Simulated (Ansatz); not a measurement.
# fcc Cu

Method: rVV10 (PAW; Ansatz, an electronic-structure program).

Run with plane-wave cutoff 520 eV, 26×26×26 k mesh, Fermi–Dirac smearing 0.05 eV, no spin polarisation, scalar-relativistic PAW data made under PBE.

Cell: relaxed at this level.

```yaml
volume_per_atom: 12.13 Å³/atom
bulk_modulus: 139 GPa
lattice_parameter_a: 3.647 Å
band_gap: zero (no gap)
pressure derivative B′ of the bulk modulus: 4.9
```

Measured, for comparison: equilibrium volume per atom 11.62 Å³/atom, lattice constant a 3.595 Å (low-temperature or extrapolated to 0 K; zero-point anharmonic expansion removed; as tabulated in Csonka et al. (2009), arXiv:0903.4037); bulk modulus 144 GPa (0 K value with the zero-point phonon effect removed, our sources range from 140 to 145; as tabulated in Mejia-Rodriguez and Trickey (2018), arXiv:1807.09216). Computed (rounded) less measured: equilibrium volume per atom +4.4 %, bulk modulus -3 % (-0.7 % to -4 % over the range), lattice constant a +1.4 %.

The result took roughly 60 core-seconds.
